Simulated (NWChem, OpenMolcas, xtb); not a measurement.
**A ladder of methods for SiH4O (Si(OH)H3)**

The species is SiH4O (6 atoms), meant as a singlet with charge 0. SMILES: `[H][Si]([H])([H])O`. The shape is that of a GFN2-xTB optimisation.

| atom | x (Å) | y (Å) | z (Å) |
| --- | --- | --- | --- |
| Si | -0.0599 | -0.1150 | -0.4079 |
| O | -0.0595 | -0.0919 | 1.2171 |
| H | 0.3273 | 0.6209 | 1.7173 |
| H | 1.3132 | -0.1128 | -0.9169 |
| H | -0.7604 | 1.0584 | -0.9332 |
| H | -0.7606 | -1.3597 | -0.6764 |

Quantity: the dipole moment, in D. The values are calculated.

```
        level             kind     program  value (D)
     GFN2-xTB   semi-empirical         xtb       1.39
     GFN0-xTB   semi-empirical         xtb       1.55
     GFN1-xTB   semi-empirical         xtb       2.17
    HF/STO-3G     Hartree–Fock  OpenMolcas       1.33
 SVWN5/STO-3G              LDA  OpenMolcas       1.20
  Slater/pc-1              LDA      NWChem       1.37
   PBE/STO-3G              GGA  OpenMolcas       1.14
r2SCAN/STO-3G         meta-GGA  OpenMolcas       1.17
 B3LYP/STO-3G    global hybrid  OpenMolcas       1.18
M06-2X/STO-3G  hybrid meta-GGA  OpenMolcas       1.21
```

The values span 1.14 to 2.17 D. Sets without polarisation functions give poor dipoles.
